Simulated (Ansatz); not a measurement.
## [SiH₃···H···GeH₃], doublet: transfer scan

Starting geometry:

```xyz
9

Si   -2.7391    0.0000    0.0000
H    -3.2339    1.3997    0.0000
H    -3.2339   -0.6999    1.2122
H    -3.2339   -0.6999   -1.2122
H    -1.2545    0.0000    0.0000
Ge    1.1439    0.0000    0.0000
H     1.6126   -1.4659    0.0000
H     1.6126    0.7330   -1.2695
H     1.6126    0.7330    1.2695
```

From there H5 is moved from one fragment to the other while all else, the fragments' distance too, stays fixed, so the hump isn't the reaction's barrier; atoms are numbered as listed. Energies are in kJ/mol, counted from the starting geometry at the same level.

Basis cc-pVDZ; Ansatz 0.2.0. Only valence electrons are correlated (noble-gas cores and the filled d shells of p-block atoms frozen). R marks a restricted (for open shells ROHF) determinant, U an unrestricted one. Active spaces: frontier = (9e, 9o) about the gap. No spin–orbit coupling is included, and no scalar relativity.

Runs in a small pair space aren't shown, since their orbitals change along the scan.

Full CI isn't at hand for all of this; UCCSDT(Q) serves as the reference, and is uncertain by about the last step of the cluster series. The frozen core follows each run's orbitals, which can shift R against U totals by a few meV for light atoms and by up to 0.1 eV past Ca.

```csv
distance Si1-H5 (Å),UCCSDT(Q),error UHF,error RMP2,error UCCSD(T),error BCCD(T),error RCCSDT(Q),error NEVPT2 (frontier space)
1.485,0.0,0.0,0.0,0.0,0.0,0.0,0.0
1.609,9.8,4.9,1.2,0.2,0.1,0.0,-1.4
1.857,46.8,14.6,3.3,0.7,0.5,-0.2,-3.7
2.105,43.1,11.6,3.3,0.6,0.2,-0.3,-3.4
2.353,24.1,0.4,0.2,0.1,-0.3,-0.3,-1.7
```

Errors are those of relative energies. In total energy the starting point itself misses UCCSDT(Q) by: UHF 722.3, RMP2 165.4, UCCSD(T) 3.6, BCCD(T) 3.9, RCCSDT(Q) 0.4, NEVPT2 (frontier space) 152.4 kJ/mol.

Spread of the error over the points with a reference, to 2.353 Å (largest less smallest): RCCSDT(Q) 0.3, UCCSD(T) 0.7, BCCD(T) 0.7, RMP2 3.3, NEVPT2 (frontier space) 3.7, UHF 14.6 kJ/mol.
